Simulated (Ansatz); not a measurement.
Born–Oppenheimer molecular dynamics of BCl$_{2}$H (4 atoms, charge 0, multiplicity 1). It starts from a relaxed structure.

Method: RKS PBE0-D4/def2-SVP in Ansatz 0.2.0.

- ensemble: NVE (velocity Verlet)
- time step: 1 fs
- steps asked: 300
- starting velocities drawn for: 200 K
- seed: 90532

First frame:

```xyz
4
Properties=species:S:1:pos:R:3
B 0.000 0.000 -0.036
H 0.000 0.000 1.164
Cl 1.510 0.000 -0.899
Cl -1.510 0.000 -0.899
```

(1) How far do the bonds stretch over the last three quarters of this one trajectory? (Pairs bonded in most of those frames.)

Results:

(1) 
```csv
bond,mean (Å),spread (Å),shortest,longest
B1–H2,1.203,0.027,1.16,1.24
B1–Cl3,1.741,0.017,1.71,1.77
B1–Cl4,1.739,0.019,1.70,1.78
```

Mean temperature of the second half: 100 K. The conserved energy stayed within 0.36 meV per atom of its start (net change 0.018 meV per atom), so the integration is sound. Over the second half the temperature averaged 0.50 of the 200 K drawn at the start: a run that starts near a minimum puts about half its kinetic energy into the potential. A run of 0.3 ps of so small a system gives no equilibrium averages.

Run time: 4.9 min on 1 thread of Arm Neoverse V2, on a shared host, peak memory 0.099 GiB.
